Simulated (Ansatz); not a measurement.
The cluster Li3H3⁺. Charge 1, multiplicity 2. Geometry PBE0-D4/def2-TZVP; atoms count from 1.

```xyz
6

Li   -0.068    0.339   -0.269
Li    1.405    1.241    2.521
Li   -1.364    1.048   -3.277
H    -0.490   -1.698   -0.412
H     0.680    0.740    1.169
H    -0.164   -1.670    0.267
```

In the doublet, H4 and H6 lie 0.75 Å apart (atoms count from 1), so H2 has formed as a molecule. The structure comes from a short search, and lower isomers may exist.

(1) Estimate the Mulliken populations from the PBE0/def2-TZVP orbitals of Ansatz.

(2) Where does the spin sit?

## Answers

(1) 
```tsv
atom	charge (e)	spin (α − β)
Li1	0.49	0.35
Li2	0.82	0.01
Li3	0.36	0.64
H4	0.02	-0.02
H5	-0.74	0.01
H6	0.05	0.01
```
Mulliken values and Mayer orders depend strongly on the basis.

(2) Summed by element: Li 1.00, H 0.00, of 1 unpaired in all. Largest on single atoms: Li3 0.64, Li1 0.35, H4 -0.02.
